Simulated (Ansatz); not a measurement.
Program: Ansatz. Geometries: PBE0-D4/def2-TZVP. ΔE: electronic, gas phase. CBS: MP2 limit from def2 TZ/QZ plus the TZ coupled-cluster correction, frozen cores. DFT in def2-TZVPP. HSE06 is defined as in plane-wave codes.

`c1ccccc1` → `C12C3C1C1C2C31`  (isomerisation)

(1) Is it downhill or uphill in electronic energy at CCSD(T)/CBS, and by how much? (Best estimate.)

(2) What do these levels give: revPBE-D4, PBE0-D4, HSE06, CAM-B3LYP, CCSD(T)/def2-SVP, HF/def2-QZVPP? (An estimate is asked.)

Largest T1 diagnostic among the species: 0.010.

## Answers

(1) Ansatz gave: Uphill: ΔE = +5.01 eV.

(2) Ansatz gave: revPBE-D4 4.93, PBE0-D4 4.77, HSE06 4.75, CAM-B3LYP 5.18, CCSD(T)/def2-SVP 4.99, HF/def2-QZVPP 5.54 eV.

From BLYP to BHLYP (50 % exact exchange), in def2-TZVPP and without D4, ΔE moves by −0.15 eV. In def2-TZVPP, CCSD(T) changes the Hartree–Fock value by −0.55 eV (the triples alone add +0.05 eV) and MP2 by −0.54 eV. The D4 term adds +0.05 eV with B3LYP and +0.03 eV with PBE0; it sums over pairs of atoms, weighted by their polarisabilities, and B3LYP, whose exchange is more repulsive, gets the larger term.

B3LYP here is the variant with VWN-RPA as its local correlation; programs differ in this.
